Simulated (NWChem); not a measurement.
Molecule: ammonia (NH3); SMILES N

```xyz
4

N      0.0000     0.0000     0.1389
H      0.6618     0.6618    -0.2664
H      0.2422    -0.9040    -0.2664
H     -0.9040     0.2422    -0.2664
```
Atoms are numbered in this order, from 1.

Results from NWChem. Geometry optimised at PBE0/def2-SVP; all other runs use it. 

```csv
quantity,level,value
"vertical ionisation energy, ΔSCF (eV)",PBE/def2-SVP,10.71
cavity-dispersion-structure term (kcal/mol) in n-hexane,"PBE0/def2-SVP, SMD",1.4
"anisotropy (bohr³), static",CAM-B3LYP/def2-SVPD,0.4
"vertical, lowest excitation, singlet (eV)","CAM-B3LYP/def2-SVPD, TDA",7.05
dipole (D),PBE0/def2-SVP,1.79
highest harmonic frequency (cm⁻¹),PBE0/def2-SVP,3628
```
